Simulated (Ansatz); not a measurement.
A structure relaxed at PBE-D4/def2-SVP in Ansatz, charge 0, singlet:

```xyz
18

C    -0.641   -1.405   -0.728
N    -0.081   -0.178   -0.092
C    -0.997    1.001   -0.318
C     1.272    0.152   -0.676
C     0.079   -0.378    1.396
H    -0.748   -1.234   -1.815
H     0.047   -2.252   -0.548
H    -1.630   -1.625   -0.284
H    -1.981    0.767    0.129
H    -0.498    1.873    0.192
H    -1.097    1.159   -1.408
H     1.947   -0.704   -0.492
H     1.149    0.318   -1.763
H     1.613    1.083   -0.141
H     0.767   -1.228    1.560
H    -0.916   -0.599    1.825
H     0.503    0.591    1.787
Cl    1.212    2.658    1.377
```

(1) Give its formula, name or SMILES and point group.

(2) Summarise the bond lengths by kind (pairs closer than 1.2 times the sum of covalent radii, bridged metal pairs left out).

## Answers

(1) tetramethylammonium chloride, `C[N+](C)(C)C.[Cl-]`. Point group C3v (tolerance 0.1 Å).

(2) 4 × C–N 1.49 to 1.51 Å; 12 × C–H 1.11 to 1.13 Å.
